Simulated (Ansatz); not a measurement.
Start from `C#CCOCF` and change one atom or group to get `FCOCCCl`.

Ansatz, PBE0-D4/def2-TZVP geometries, multiplicity 1. Each molecule was computed in one conformer, which needn't be the lowest.

```csv
property,`C#CCOCF`
size of the dipole moment (ωB97M-V/def2-TZVPP) / D,1.48
LUMO energy (PBE/def2-TZVPP) / eV,-0.77
size of the dipole moment (PBE/def2-TZVPP) / D,1.34
LUMO energy (ωB97M-V/def2-TZVPP) / eV,2.35
HOMO–LUMO gap (PBE/def2-TZVPP) / eV,6.11
HOMO energy (PBE/def2-TZVPP) / eV,-6.88
```

**Question.** Give the same properties after the change, and the shifts. (Best estimate.)

**Answer.** Computed: 
| property | `FCOCCCl` | shift |
| --- | --- | --- |
| size of the dipole moment (ωB97M-V/def2-TZVPP) / D | 1.12 | -0.36 |
| LUMO energy (PBE/def2-TZVPP) / eV | -0.31 | 0.46 |
| size of the dipole moment (PBE/def2-TZVPP) / D | 1.07 | -0.27 |
| LUMO energy (ωB97M-V/def2-TZVPP) / eV | 2.60 | 0.25 |
| HOMO–LUMO gap (PBE/def2-TZVPP) / eV | 6.63 | 0.52 |
| HOMO energy (PBE/def2-TZVPP) / eV | -6.95 | -0.07 |

With PBE0 the HOMO falls by 0.30 eV and the LUMO rises by 0.51 eV, so the gap widens by about 0.81 eV. PBE moves the HOMO by -0.07 eV and ωB97M-V by -0.35 eV. Dipoles are sizes alone; their direction can turn.
